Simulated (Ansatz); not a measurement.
Question: Name a neutral molecule of C and H with HOMO–LUMO gap (B3LYP/def2-TZVPP) between 8.65 and 8.95 eV and zero-point energy (PBE0-D4/def2-TZVP) between 285 and 301 kJ/mol (Ansatz, PBE0-D4/def2-TZVP geometry).

Answer: `CC1CC1` (8.91 eV, 288.0 kJ/mol). Other molecules can fit too; these were computed, each in one conformer that needn't be the lowest.

B3LYP here is the variant with VWN-RPA as its local correlation; programs differ in this.
